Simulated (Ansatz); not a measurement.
A made-up structure of AlH₄O₂ (charge +1), closed shell:

```
7
angstrom
O -1.1994 -1.0050 -0.1942
Al 0.7273 0.5079 0.8330
O -0.0747 0.0456 -0.7751
H -1.8976 -1.5564 -0.5430
H 0.3305 0.5015 -1.5294
H 0.2315 -0.1026 2.1337
H 1.8810 1.4642 1.0876
```

It is relaxed with PBE-D4/def2-SVP and then PBE0-D4/def2-TZVP (Ansatz 0.2.0). Atoms count as bonded within 1.22 times the sum of their covalent radii (H–H: 0.88 Å). The end point is not checked to be a true minimum.

(1) Does its bonding change? (A judgement: the text doesn't fix the answer.)

Answers

(1) By the calculation: Yes. Formed: O1–O3; broken: none.

Where it ends: The first stage lowers the energy by 2.65 eV in 17 steps. It ends as AlH₄O₂ ([OH][OH][AlH2]), total charge +1:
```
7
angstrom
O -0.8534 -1.2141 -0.4853
Al 0.7337 0.5255 1.1079
O -0.1511 0.0210 -0.5015
H -1.7787 -0.9266 -0.5891
H 0.2166 0.1133 -1.3989
H 0.0081 -0.1757 2.2868
H 1.8231 1.5116 0.5926
```

Labels in which every atom is bracketed show which atoms are joined, not bond orders.

For scale, one of the runs: PBE0-D4/def2-TZVP relaxation, 123 basis functions, launched by `ansatz run in.yaml --threads 2 --pin off --events-out ev --progress --plain --max-ram 4352MiB`. The run took about 16 s on 2 CPU threads of an Arm Neoverse V1 (shared host).
